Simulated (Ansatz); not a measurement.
We consider bcc Mo, described by r²SCAN+rVV10 (plane waves, PAW; Ansatz, a first-principles code).

Run with plane-wave cutoff 560 eV, 24×24×24 k mesh, Fermi–Dirac smearing 0.05 eV, no spin polarisation, scalar-relativistic PAW data made under PBE.

Pressure at four volumes; x = ln(V/15.535 Å³). One pressure is withheld.

```csv
V (Å³/atom),x,P (GPa)
14.603,-0.0619,19.45
15.535,0.0000,0.01
16.156,0.0392,-10.00
16.467,0.0583,?
```

**Question.** Pass a parabola P(x) through the three rows shown, estimate the bulk modulus and its pressure derivative near zero pressure, and predict the withheld pressure.

**Answer.** Slopes between the rows: (0.01 − (19.45))/(0.0000 − (-0.0619)) = -314.05 and (-10.00 − (0.01))/(0.0392 − (0.0000)) = -255.36 GPa. Their difference over the span 0.1011 is c = 58.69/0.1011 = 580.5 GPa, so P(x) = 19.45 + (-314.05)(x − (-0.0619)) + 580.5 (x − (-0.0619))(x − (0.0000)). At the middle row B = −dP/dx = −[-314.05 + 580.5 × 0.0619] = 278.1 GPa, and B′ = dB/dP = 2c/B = 4.2. At x = 0.0583 the parabola gives -14.23 GPa; the run gives -14.28 GPa. The Birch–Murnaghan fit to the energies at all volumes has B0 = 277 GPa and B′ = 4.1.

Measured, for comparison: bulk modulus 265 GPa (zero-point energy and finite temperature contributions removed, sources range from 265 to 278; as tabulated in doi:10.1021/acs.jctc.3c00612). Computed less measured: bulk modulus +4.5 % (inside the range of the sources held).
